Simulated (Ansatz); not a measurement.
# CH5Al: the cost of one run

The runs use Ansatz 0.2.0, Gaussian basis; PBE0-D4/def2-TZVP structures, single points in def2-TZVPP, no counterpoise correction.

Levels: SPW92, PBE-D4, BLYP-D4, r2SCAN-D4, B97M-V, PBE0-D4, B3LYP-D4, r2SCAN0-D4, BHLYP-D4, CAM-B3LYP-D4, wB97X-V, wB97M-V, B2PLYP, PBE-QIDH, RPA on PBE, Hartree-Fock, MP2, CCSD, CCSD(T).

Cores are frozen in the correlated methods. B3LYP uses VWN-RPA correlation. B2PLYP carries no dispersion term here.

94 further runs of the same task are left out: 94 set aside as unsound or not needed.

### 1 Where the work starts

The complex: 11 atoms, charge 0, spin multiplicity 1.

Atoms are counted from 1 here; the program's logs count them from 0.

Bond lengths: Al1–C2 1.974 Å, Al1–H3 1.608 Å, Al1–H4 1.608 Å, Al1–N6 2.066 Å, C2–H7 1.096 Å, C2–H8 1.095 Å, C2–H9 1.096 Å, H5–N6 1.015 Å, N6–H10 1.015 Å, N6–H11 1.015 Å. Angles: C2–Al1–H3 117.8°, C2–Al1–H4 117.8°, C2–Al1–N6 101.6°, H3–Al1–H4 116.6°, H3–Al1–N6 98.3°, H4–Al1–N6 98.3°, Al1–C2–H7 112.7°, Al1–C2–H8 110.7°, Al1–C2–H9 112.7°, H7–C2–H8 106.3°, H7–C2–H9 107.6°, H8–C2–H9 106.3°, Al1–N6–H5 111.5°, Al1–N6–H10 110.1°, Al1–N6–H11 111.5°, H5–N6–H10 107.8°, H5–N6–H11 108.0°, H10–N6–H11 107.8°.

Geometry (Å):

```mol
CH8AlN
  3D, bonds by distance, orders not assigned

 11 10  0  0  0  0  0  0  0  0999 V2000
   -0.5984   -0.6637   -0.2185 Al  0  0
    1.1447   -0.9718    0.6559 C   0  0
   -0.7393   -1.0605   -1.7702 H   0  0
   -1.9231   -0.7998    0.6825 H   0  0
    0.1817    1.7033   -1.0084 H   0  0
   -0.5956    1.3910   -0.4356 N   0  0
    1.2252   -0.4715    1.6276 H   0  0
    1.2997   -2.0393    0.8458 H   0  0
    1.9906   -0.6421    0.0424 H   0  0
   -1.4538    1.6949   -0.8840 H   0  0
   -0.5317    1.8593    0.4625 H   0  0
  1  2  8  0
  1  3  8  0
  1  4  8  0
  1  6  8  0
  2  7  8  0
  2  8  8  0
  2  9  8  0
  5  6  8  0
  6 10  8  0
  6 11  8  0
M  END
```

Its parts: CH5Al holds atoms 1, 2, 3, 4, 7, 8, 9; NH3 holds atoms 5, 6, 10, 11. Each part counts its atoms afresh in its own runs.

### 2 Relaxing CH5Al alone

relax-a/in.yaml reads:

```yaml
crystal:
  periodic: [false, false, false]
  atoms:
    - {symbol: Al, position_ang: [-0.598389, -0.663699, -0.218506]}
    - {symbol: C, position_ang: [1.144659, -0.971754, 0.655936]}
    - {symbol: H, position_ang: [-0.739335, -1.060479, -1.770206]}
    - {symbol: H, position_ang: [-1.923057, -0.799782, 0.682490]}
    - {symbol: H, position_ang: [1.225249, -0.471503, 1.627564]}
    - {symbol: H, position_ang: [1.299698, -2.039321, 0.845759]}
    - {symbol: H, position_ang: [1.990621, -0.642094, 0.042373]}
basis:
  gaussian: {orbitals: def2-TZVP}
hamiltonian: {xc: pbe0, dispersion: d4}
relax: {f_tol: 0.005, max_steps: 200}
```

On the command line:

```
ansatz run in.yaml --threads 2 --pin off --events-out ev --progress --plain --max-ram 4352MiB
```

**Question.** How long does this run take on 2 threads of Intel Xeon 6975P-C, shared host?

About 4.3 s.
